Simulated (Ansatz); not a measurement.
## Molecular dynamics of C$_{2}$H$_{3}$FN

The input (input.yaml):

```yaml
crystal:
  periodic: [false, false, false]
  atoms:
    - { symbol: "N", position_ang: [-1.325225, 0.921208, -0.028531] }
    - { symbol: C, position_ang: [-0.125134, 0.509126, 0.065614] }
    - { symbol: C, position_ang: [0.654729, -0.582264, -0.350001] }
    - { symbol: F, position_ang: [0.187161, -1.660092, -1.028675] }
    - { symbol: H, position_ang: [-1.689009, 1.493412, 0.745302] }
    - { symbol: H, position_ang: [1.752965, -0.487123, -0.398476] }
    - { symbol: H, position_ang: [0.544512, -0.194268, 0.994768] }
magnetization:
  spin_polarized: true
  initial_magnetization: 1
basis:
  gaussian: { orbitals: def2-SVP }
hamiltonian:
  xc: pbe
  dispersion: d4
md:
  timestep: 0.5
  n_steps: 200
  ensemble: nve
  temperature: 100.0
  initial_velocities: maxwell_boltzmann
  seed: 9336
```

Command:

```bash
$ ansatz run input.yaml --threads 2 --pin off --max-ram 3072MiB --backend cpu --events-out ev --progress --plain --runs-dir out
```

It starts at the highest image of a converged band, a first-order saddle point between two minima.

Output, in part (step lines, the closing report, with atoms numbered from 0):

```
md step     0: t =     0.00 fs  T =   100.0 K  F+E_penalty+E_count = -6313.83675776 eV  E_kin = 0.064630 eV  conserved = -6313.77212776 eV  (31 SCF iters)
md step     1: t =     0.50 fs  T =    98.7 K  F+E_penalty+E_count = -6313.83587456 eV  E_kin = 0.063772 eV  conserved = -6313.77210301 eV  (34 SCF iters)
md step     2: t =     1.00 fs  T =    95.0 K  F+E_penalty+E_count = -6313.83344724 eV  E_kin = 0.061413 eV  conserved = -6313.77203443 eV  (35 SCF iters)
md step     3: t =     1.50 fs  T =    90.7 K  F+E_penalty+E_count = -6313.83054240 eV  E_kin = 0.058595 eV  conserved = -6313.77194760 eV  (35 SCF iters)
md step     4: t =     2.00 fs  T =    87.6 K  F+E_penalty+E_count = -6313.82850459 eV  E_kin = 0.056626 eV  conserved = -6313.77187822 eV  (36 SCF iters)
md step     5: t =     2.50 fs  T =    87.5 K  F+E_penalty+E_count = -6313.82841401 eV  E_kin = 0.056562 eV  conserved = -6313.77185250 eV  (35 SCF iters)
md step     6: t =     3.00 fs  T =    91.0 K  F+E_penalty+E_count = -6313.83068626 eV  E_kin = 0.058814 eV  conserved = -6313.77187213 eV  (36 SCF iters)
md step     7: t =     3.50 fs  T =    97.7 K  F+E_penalty+E_count = -6313.83504938 eV  E_kin = 0.063137 eV  conserved = -6313.77191245 eV  (36 SCF iters)
[... lines left out ...]
Total energy: -6314.42336764 eV, -232.0507786910 hartree
Atom 0 at    -1.274299     0.777227    -0.229984 Å, force    -0.118911    -1.380726     2.104268 eV/Å
Atom 1 at    -0.016652     0.388618     0.294341 Å, force    -2.350523    -0.128782    -2.942397 eV/Å
Atom 2 at     0.664367    -0.609683    -0.309102 Å, force     2.103287     0.769967    -0.435736 eV/Å
Atom 3 at     0.080351    -1.514994    -1.011200 Å, force    -1.794860    -1.836188    -0.954727 eV/Å
Atom 4 at    -1.668584     1.198665     0.652930 Å, force    -0.316548     0.645430    -0.794069 eV/Å
Atom 5 at     1.726934    -0.642999    -0.595541 Å, force     0.527541     0.238060     1.059167 eV/Å
Atom 6 at     0.448102     1.284973     0.541425 Å, force     1.950013     1.692238     1.963492 eV/Å
Dipole moment:     0.340632     0.135668     0.250758 e Å
```

The steps, from the saved trajectory:

| time (fs) | T (K) | potential energy less start (eV) | conserved less start (meV/atom) |
| --- | --- | --- | --- |
| 0.0 | 100 | 0.000 | 0.00 |
| 3.0 | 91 | 0.006 | 0.04 |
| 6.0 | 172 | -0.046 | 0.07 |
| 9.0 | 618 | -0.334 | 0.11 |
| 12.0 | 1640 | -0.996 | -0.10 |
| 15.0 | 2304 | -1.427 | -0.32 |
| 18.0 | 1880 | -1.151 | -0.10 |
| 21.0 | 1458 | -0.878 | -0.02 |
| 24.0 | 1394 | -0.837 | -0.10 |
| 27.0 | 1413 | -0.849 | -0.06 |
| 30.0 | 1659 | -1.008 | -0.08 |
| 33.0 | 1998 | -1.228 | -0.09 |
| 36.0 | 2245 | -1.387 | -0.12 |
| 39.0 | 2157 | -1.330 | -0.18 |
| 42.0 | 1494 | -0.901 | -0.02 |
| 45.0 | 983 | -0.571 | 0.01 |
| 48.0 | 941 | -0.543 | 0.07 |
| 51.0 | 1491 | -0.900 | -0.15 |
| 54.0 | 1900 | -1.164 | -0.12 |
| 57.0 | 2034 | -1.252 | -0.22 |
| 60.0 | 1618 | -0.982 | -0.19 |
| 63.0 | 934 | -0.538 | 0.10 |
| 66.0 | 1050 | -0.614 | -0.10 |
| 69.0 | 1310 | -0.783 | -0.11 |
| 72.0 | 1574 | -0.953 | -0.09 |
| 75.0 | 1890 | -1.158 | -0.15 |
| 78.0 | 1848 | -1.131 | -0.24 |
| 81.0 | 1227 | -0.728 | -0.03 |
| 84.0 | 989 | -0.574 | -0.02 |
| 87.0 | 1454 | -0.875 | 0.06 |
| 90.0 | 2447 | -1.520 | -0.36 |
| 93.0 | 2462 | -1.527 | -0.13 |
| 96.0 | 2166 | -1.337 | -0.24 |
| 99.0 | 1262 | -0.751 | 0.09 |

The run went to its last step. The conserved energy stayed within 0.36 meV per atom of its start (net change 0.17 meV per atom), so the integration is sound. The system heated up, since it started high on the potential surface and ran downhill. A run of 0.1 ps of so small a system gives no equilibrium averages.

The step under study would form C2–H7 and break C3–H7. These pairs go: C2–H7 1.34 → 1.04 Å, C3–H7 1.40 → 2.09 Å. In the last frame they stand as after the step (other bonds may differ from the relaxed reactants and products). It ends as one piece, C2H3FN. Pairs count as bonded within 1.25 times the sum of covalent radii (0.12 Å more for H–H).

Last frame:

```xyz
7
Properties=species:S:1:pos:R:3
N -1.274 0.777 -0.230
C -0.017 0.389 0.294
C 0.664 -0.610 -0.309
F 0.080 -1.515 -1.011
H -1.669 1.199 0.653
H 1.727 -0.643 -0.596
H 0.448 1.285 0.541
```

Time of the run: 2.5 min on 2 threads of AMD EPYC 9R14 (Zen 4) (shared host), peak memory 0.15 GiB.
